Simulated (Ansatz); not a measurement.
TaCl, septet: from triple and quadruple zeta to the limit

```xyz
2

Ta    0.0000    0.0000    0.0000
Cl    0.0000    0.0000    2.8752
```

Ansatz 0.2.0, UHF determinant, valence electrons correlated, core potentials past Kr. Energies in eV.

| set | X | functions | Hartree–Fock | MP2 correlation | CCSD(T) correlation | time |
| --- | --- | --- | --- | --- | --- | --- |
| def2-TZVPP | 3 | 98 | -14034.4035 | -5.9115 | -7.0106 | 43 s on 1 × NVIDIA H100 80GB HBM3 with 1 thread of AMD EPYC 7R13 Processor (Zen 3), on a shared host |
| def2-QZVPP | 4 | 151 | -14034.7807 | -6.4699 | -7.5949 | 65 s on 1 × NVIDIA H100 80GB HBM3 with 1 thread of AMD EPYC 7R13 Processor (Zen 3), with other jobs on the host |

Hartree–Fock is taken to follow E(X) = E∞ + A·exp(−7.88·√X), correlation E(X) = E∞ + B·X^−2.97.

Cautions: no spin-orbit coupling; outer-core shells of the metal frozen; lower spins were not checked; higher spins were not checked.

Problem. Work out the CCSD(T) energy at the limit, and how far the shortcut misses it that extrapolates MP2 and adds CCSD(T) minus MP2 from the smaller set.

Solution. Hartree–Fock: E∞ = E4 + 0.1377·(E4 − E3) = -14034.8326. Correlation: E∞ = E4 + 0.7407·(E4 − E3) = -8.0277 for CCSD(T) and -6.8834 for MP2. The limit is -14042.8603 eV, 0.485 eV below def2-QZVPP. The shortcut gives a correlation energy of -6.8834 + (-1.0991) = -7.9826, 45 meV higher than the direct value.

Past Ne part of the Hartree–Fock step between the two sets comes from the cores, which don't follow the formula, so the 52 meV that it adds to the total can overshoot; that part largely cancels in differences.

The exponents were fitted on light atoms, and def2 sets of heavy atoms don't grow evenly, so the limit is rough here.
